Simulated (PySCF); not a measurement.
Here is a job for PySCF.
```python
from pyscf import gto, scf, dft

mol = gto.M(
    atom='''
S    -0.00757534    0.10361495   -0.00257768
H    -0.92914297   -0.90072190    0.04307107
H     1.05034843   -0.75711727   -0.00182812
''',
    basis='6-311g**',
    charge=1,
    spin=3,
    verbose=5,
)

mf = dft.UKS(mol)
mf.xc = 'pbe'
mf.kernel()
```

Q: What does this run give for the HOMO energy, <S^2>, number of basis functions, nuclear repulsion energy?

A: 
The HOMO energy comes out as -9.83 eV. The <S^2> comes out as 3.752 and the number of basis functions comes out as 38. The nuclear repulsion energy comes out as 12.6827 Eh.

These values belong to the state on which the SCF converged, which isn't shown to be the lowest.
